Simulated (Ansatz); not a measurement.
I need a single point in a Gaussian basis of C2F2O, SMILES O=C=C(F)F. Use Ansatz's Python interface. Settings: r2SCAN, STO-3G basis, multiplicity 1, D3BJ dispersion.

```json
{"atom": "O", "x (Å)": "1.9387", "y (Å)": "0.0127", "z (Å)": "-0.4587"}
{"atom": "C", "x (Å)": "0.7930", "y (Å)": "0.0052", "z (Å)": "-0.1876"}
{"atom": "C", "x (Å)": "-0.4703", "y (Å)": "-0.0031", "z (Å)": "0.1113"}
{"atom": "F", "x (Å)": "-1.1317", "y (Å)": "1.1598", "z (Å)": "0.2957"}
{"atom": "F", "x (Å)": "-1.1297", "y (Å)": "-1.1746", "z (Å)": "0.2394"}
```

`energy_c2f2o.py`:
```python
'''Single point of C2F2O in a Gaussian basis.'''

from pathlib import Path

import ansatz

geometry_ang = [
    ('O', (1.9387, 0.0127, -0.4587)),
    ('C', (0.793, 0.0052, -0.1876)),
    ('C', (-0.4703, -0.0031, 0.1113)),
    ('F', (-1.1317, 1.1598, 0.2957)),
    ('F', (-1.1297, -1.1746, 0.2394)),
]
geometry = ansatz.Crystal.molecule()
for symbol, xyz in geometry_ang:
    geometry = geometry.atom(symbol, xyz)

job = (
    geometry.calculation()
    .basis(gaussian='STO-3G')  # atom-centred Gaussian functions
    .functional('r2scan', dispersion='d3bj')
    .orbitals()
)
print(job.to_yaml())
res = job.run(runs_dir='out')
summary = res.report

for key in ('converged', 'free_energy_ev', 'reference_energy_ev', 'n_frozen', 'n_occupied', 'n_virtual'):
    print(f'{key:22s} {summary[key]}')

lines = Path(summary['orbitals_path']).read_text().splitlines()
field_of = lambda key: [line.split('=')[1].strip() for line in lines if line.startswith(key)]
orbitals = [(27.211386 * float(e), s, float(n)) for e, s, n in zip(field_of('Ene='), field_of('Spin='), field_of('Occup='))]
homo = max(e for e, _, n in orbitals if n > 0.5)
lumo = min(e for e, _, n in orbitals if n < 0.5)
print(f'HOMO {homo:.3f} eV, LUMO {lumo:.3f} eV, gap {lumo - homo:.3f} eV')
```

```console
$ python energy_c2f2o.py
crystal:
  periodic: [false, false, false]
  atoms:
    - { symbol: O, position_ang: [1.9387, 0.0127, -0.4587] }
    - { symbol: C, position_ang: [0.793, 0.0052, -0.1876] }
    - { symbol: C, position_ang: [-0.4703, -0.0031, 0.1113] }
    - { symbol: F, position_ang: [-1.1317, 1.1598, 0.2957] }
    - { symbol: F, position_ang: [-1.1297, -1.1746, 0.2394] }
basis:
  gaussian:
    orbitals: STO-3G
hamiltonian:
  xc: r2scan
  dispersion: d3bj
output:
  orbitals: {}

DeckWarning: the engine holds no damping parameters fitted to this dispersion correction and functional, so the run takes those fitted to r2scan beside the three-body term, which d3bj leaves out (hamiltonian.dispersion, under Limitations)
converged              True
free_energy_ev         -9416.057992884635
reference_energy_ev    -9416.041264202882
n_frozen               0
n_occupied             [19, 19]
n_virtual              [6, 6]
HOMO -1.910 eV, LUMO 0.011 eV, gap 1.921 eV
```
(Warnings from the package without file and line.)

Reading the output:
- The settings weren't tested for convergence.
- The geometry is a force-field or estimated start, not a minimum of this method, and the basis set is short of its limit.
- Total less reference energy is the dispersion correction.
- Levels such as HOMO and LUMO are orbital energies: with these approximate functionals they aren't the ionisation energy and electron affinity, and their gap isn't the fundamental gap.
- The orbitals are restricted, and with so small a gap a broken-symmetry state can lie lower.
- A dispersion term here runs with damping parameters fitted for another variant or functional.
- Timing: 1.5 s on 1 thread of Arm Neoverse V2, on a shared host, peak memory 0.15 GiB.

(Lines on the test bed's own set-up are left out of the output.)
